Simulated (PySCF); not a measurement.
CHCl₃, SMILES ClC(Cl)Cl. Geometry: PBE0-D3(BJ)/def2-SVP.

Computed with PySCF with PBE0-D3(BJ)/def2-SVP.

Harmonic wavenumbers (cm⁻¹): 262, 262, 374, 687, 785, 786, 1229, 1229, 3189. Rotational constants (GHz): 3.237, 3.237, 1.678; symmetry number 3.

Question: Work out the zero-point energy and the ideal-gas rigid-rotor harmonic-oscillator thermochemistry at 298.15 K and 1 atm.

Answer: ZPE = ½ Σ hcν = ½ × 8803 cm⁻¹ = 12.58 kcal/mol. H − E(el) = 15.95 kcal/mol. Entropy in cal/(mol K): translation 40.25, rotation 25.12, vibration 5.19, total 70.56. G − E(el) = -5.09 kcal/mol. Cp = 15.54 cal/(mol K).
